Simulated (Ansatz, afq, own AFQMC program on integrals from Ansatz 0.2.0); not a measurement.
# P, quartet: AFQMC among the cluster methods

A free P atom.

Basis 6-31G. Noble-gas cores (and the filled d shells of Ga–Kr and In–Xe) are frozen. Ansatz 0.2.0 and our own AFQMC program on the same integrals; the CISD trial comes from CCSD amplitudes, and released means the phaseless constraint is let go. Free AFQMC starts from the CCSD state and is never constrained. Its projection time is finite, and what remains of the start isn't in its error. ± is one standard error of the sampling.

Determinant: UHF, the one that the program's search chose, which needn't be the lowest solution.

Full CI on the same integrals is exact in this basis and with this determinant's frozen core.

* T1 diagnostic: 0.0049
* weight of the determinant in the CISD state: 0.988
* ⟨S²⟩ of the determinant: 3.750
* size of the correlated space: 5 electrons in 8 orbitals

Reference: full CI, correlation energy -0.434 eV. The released energy is read at 2.40 1/Eh (meV from the phaseless value at times in 1/Eh: 0.12 ± 0.14 at 0.24, 0.00 ± 0.11 at 0.51, -0.04 ± 0.08 at 0.99, -0.10 ± 0.07 at 1.62, -0.13 ± 0.08 at 2.40).

| level | E − E(reference) (mEh) | share of correlation (%) |
| --- | --- | --- |
| HF | 15.93 | 0.00 |
| MP2 | 4.49 | 71.81 |
| CCSD | 0.13 | 99.17 |
| CCSD(T) | 0.03 | 99.80 |
| CCSDT | -0.01 | 100.04 |
| CCSDT(Q) | 0.00 | 100.01 |
| CCSDTQ | 0.00 | 100.00 |
| ph-AFQMC/HF | 0.12 ± 0.14 | 99.23 |
| ph-AFQMC/CISD | 0.00 ± 0.005 | 99.99 |
| released AFQMC | 0.00 ± 0.003 | 100.02 |
| free AFQMC | 0.00 ± 0.002 | 99.98 |

CCSDT and higher add their correlation energy to the determinant of the CCSD(T) run, since their own runs factorise the integrals more tightly (a shift of under 2 meV). Free projections are given only where their last times agree within the noise and don't stop above the reference; a slow remainder of the start can still hide under it. A walk keeps the symmetry of its determinant, which the program's search chose and which needn't be the lowest solution, so a lower state of the same spin and another symmetry isn't excluded. Released energies are given only where the last usable release times agree within the noise; a slower fall can still hide under it.
